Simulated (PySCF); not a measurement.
## Static response to an electric field

Compound: C3HF2N.
Geometry (PBE0-D3(BJ)/def2-SVP, Å), atoms numbered from 1 in this order:
```xyz
7
C3HF2N angstrom
N      2.4994   -0.4655    0.0691
C      1.3946   -0.1449    0.2080
C      0.0393    0.2574    0.3995
F     -0.2044    1.0074    1.4683
C     -0.9647   -0.0766   -0.4214
F     -0.7618   -0.8164   -1.4879
H     -1.9962    0.2427   -0.2523
```

Level: CAM-B3LYP/def2-SVPD (PySCF), static field, nuclei fixed, core orbitals frozen in the response. The polarisability tensor in these axes (au):

```
x   60.29 -2.85  5.86
y   -2.85 31.46  4.91
z    5.86  4.91 36.97
```

Question: Give the principal values, the mean and the anisotropy Δα = √{½[(α1 − α2)² + (α2 − α3)² + (α1 − α3)²]}.

Answer: Principal values 27.65, 39.30 and 61.77 au; mean 42.91 au = 6.36 Å³ = 7.07 × 10⁻⁴⁰ C²·m²/J; Δα = 30.04 au (70 % of the mean).

Question: What is the dipole moment, and where does it point?

Answer: (-3.52, 0.71, -0.02) D, 3.59 D in size, pointing from the negative to the positive side. Measured along this direction, the outermost atoms are N1 at the negative end and H7 at the positive end.

Question: Rayleigh depolarisation ratio (linearly polarised light, static tensor)?

Answer: ρ = 3Δα²/(45ᾱ² + 4Δα²) = 2707.9/(82849 + 3610.5) = 0.0313.

Question: Directions of the eigenvectors, and the extent of the frame along each?

Answer: Largest value along (0.97, -0.06, 0.22), where the nuclei span 4.49 Å; middle along (-0.15, 0.56, 0.81), 3.35 Å; least along (0.17, 0.82, -0.54), 0.00 Å. The response follows the extents in order.

Question: Traceless (Buckingham) quadrupole moment about the centre of nuclear charge: eigenvalues?

Answer: -3.66, -0.12, 3.78 D·Å. The values depend on the origin, since the dipole doesn't vanish. The electronic extent ⟨r²⟩ about the same centre is 532 bohr², a root-mean-square distance of 1.84 Å for the 44 electrons.

Question: Estimate the molar refractivity from the static electronic polarisability.

Answer: Lorentz–Lorenz: R = (4π/3)N_A α = 2.5225 cm³/(mol·Å³) × 6.36 Å³ = 16.0 cm³/mol, in the limit of long wavelengths.

Geometry: PBE0-D3(BJ)/def2-SVP; no solvent, vibrations or thermal averaging.
